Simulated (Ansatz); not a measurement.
Relaxation of CH6AlN (9 atoms, charge 0, multiplicity 1), to a largest force component of 0.03 eV/Å in at most 50 steps.

Computed with RKS PBE0-D4/def2-TZVP (Ansatz 0.2.0).

```xyz
9
Properties=species:S:1:pos:R:3:forces:R:3
Al 0.283 0.035 -0.080 1.00 -0.05 2.09
N 0.849 -0.016 1.674 -1.34 -0.04 -0.60
H 0.382 -0.081 2.566 0.00 0.01 -0.05
H 1.848 0.014 1.798 -0.02 0.00 -0.04
H 1.790 0.108 -0.437 0.38 0.08 -1.41
C -1.489 -0.007 -0.868 0.00 0.01 -0.05
H -1.998 -0.942 -0.618 -0.02 -0.01 0.00
H -2.106 0.811 -0.487 -0.01 0.00 0.01
H -1.459 0.076 -1.958 0.01 0.00 0.04
```

Problem. Where does it end, and by what steps?

Solution. The run converged. The force dipped under the threshold on the way, but the program's further checks kept it going. After 20 steps the energy has fallen by 0.542 eV; H8 moved furthest, 0.76 Å.

```json
{"step": "0", "energy less start (eV)": "0.0000", "largest force component (eV/Å)": "2.092", "accepted": "yes"}
{"step": "1", "energy less start (eV)": "-0.3229", "largest force component (eV/Å)": "1.070", "accepted": "yes"}
{"step": "2", "energy less start (eV)": "-0.4625", "largest force component (eV/Å)": "0.384", "accepted": "yes"}
{"step": "3", "energy less start (eV)": "-0.5012", "largest force component (eV/Å)": "0.446", "accepted": "yes"}
{"step": "4", "energy less start (eV)": "-0.5335", "largest force component (eV/Å)": "0.070", "accepted": "yes"}
{"step": "5", "energy less start (eV)": "-0.5348", "largest force component (eV/Å)": "0.107", "accepted": "yes"}
{"step": "6", "energy less start (eV)": "-0.5359", "largest force component (eV/Å)": "0.014", "accepted": "yes"}
{"step": "7", "energy less start (eV)": "-0.5363", "largest force component (eV/Å)": "0.027", "accepted": "yes"}
{"step": "8", "energy less start (eV)": "-0.5365", "largest force component (eV/Å)": "0.044", "accepted": "yes"}
{"step": "9", "energy less start (eV)": "-0.5368", "largest force component (eV/Å)": "0.124", "accepted": "yes"}
{"step": "10", "energy less start (eV)": "-0.5375", "largest force component (eV/Å)": "0.086", "accepted": "yes"}
{"step": "11", "energy less start (eV)": "-0.5384", "largest force component (eV/Å)": "0.061", "accepted": "yes"}
{"step": "12", "energy less start (eV)": "-0.5388", "largest force component (eV/Å)": "0.107", "accepted": "yes"}
{"step": "13", "energy less start (eV)": "-0.5369", "largest force component (eV/Å)": "0.174", "accepted": "no"}
{"step": "14", "energy less start (eV)": "-0.5402", "largest force component (eV/Å)": "0.022", "accepted": "yes"}
{"step": "15", "energy less start (eV)": "-0.5407", "largest force component (eV/Å)": "0.077", "accepted": "yes"}
{"step": "16", "energy less start (eV)": "-0.5411", "largest force component (eV/Å)": "0.051", "accepted": "yes"}
{"step": "17", "energy less start (eV)": "-0.5416", "largest force component (eV/Å)": "0.037", "accepted": "yes"}
{"step": "18", "energy less start (eV)": "-0.5419", "largest force component (eV/Å)": "0.057", "accepted": "yes"}
{"step": "19", "energy less start (eV)": "-0.5420", "largest force component (eV/Å)": "0.035", "accepted": "yes"}
{"step": "20", "energy less start (eV)": "-0.5422", "largest force component (eV/Å)": "0.022", "accepted": "yes"}
```

```xyz
9
Properties=species:S:1:pos:R:3
Al 0.454 -0.111 -0.074
N 0.781 0.137 1.649
H 0.083 0.321 2.351
H 1.695 0.104 2.070
H 1.714 -0.391 -0.999
C -1.376 -0.024 -0.740
H -1.691 -0.993 -1.140
H -2.093 0.262 0.035
H -1.466 0.694 -1.560
```

Time of the run: 27 s on 4 threads of Intel(R) Xeon(R) Platinum 8259CL CPU @ 2.50GHz (Skylake/Cascade Lake), on a shared host, peak memory 0.26 GiB.
